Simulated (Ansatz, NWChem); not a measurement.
# PF3 (phosphorus trifluoride): from total energies to a heat of formation

PF3 has 4 atoms, charge 0, and is taken as a singlet. SMILES: `FP(F)F`. The shape is that of a PBE0-D4/def2-TZVP optimisation.

```xyz
4

F     0.8344   -0.6632    0.8745
P    -0.2975    0.3146    0.3923
F    -1.0619   -0.6965   -0.5369
F     0.5250    1.0452   -0.7300
```

Total energies at CCSD(T)/6-311+G**, 8 core orbitals frozen (NWChem 7.3.0); the atoms run unrestricted:

```
species    state  energy (Eh)
    PF3  singlet  -639.987868
      F  doublet   -99.571581
      P  quartet  -340.785839
```

Harmonic wavenumbers at PBE0-D4/def2-TZVP, in cm⁻¹: 342, 342, 482, 867, 867, 899.

Measured heats of formation of the gaseous atoms at 298.15 K, in kJ/mol: F 79.4, P 316.4. Spin-orbit lowering of the atoms at 298 K (mean of the ground term's levels less their thermal mean, from spectra), in kJ/mol: F 1.29. Take 1 Eh = 2625.50 kJ/mol, 1 cm⁻¹ = 0.0119627 kJ/mol, RT = 2.479 kJ/mol.

Task: What heat of formation follows?

Result: 
1. Electronic atomisation energy: 3 × (-99.571581) + (-340.785839) − (-639.987868) = 0.487286 Eh = 1279.4 kJ/mol.
2. Zero-point energy: half the sum of the wavenumbers, 1899.5 cm⁻¹ = 22.7 kJ/mol.
3. Thermal vibrational enthalpy, Σ hcν̃/(exp(hcν̃/kT) − 1): 3.0 kJ/mol. Translation, rotation and pV of a non-linear molecule: 4 RT = 9.9 kJ/mol.
4. The 4 free atoms carry 5/2 RT each: 24.8 kJ/mol.
5. Spin-orbit coupling lowers the free atoms by 3 × 1.29 = 3.9 kJ/mol.
6. Atomisation enthalpy at 298 K: 1279.4 − 3.9 − 22.7 − 3.0 − 9.9 + 24.8 = 1264.7 kJ/mol.
7. Sum of the atoms' heats of formation: 554.6 kJ/mol. Heat of formation: 554.6 − 1264.7 = -710.1 kJ/mol.

The tabulated value is -958.4 kJ/mol (NIST-JANAF tables), so this level is off by +248.3 kJ/mol, or 16.4 % of the atomisation enthalpy. Coupled cluster needs large bases for atomisation: in a finite one the molecule is underbound. Anharmonicity and any spin-orbit splitting of the molecule are left out, and so is core correlation.
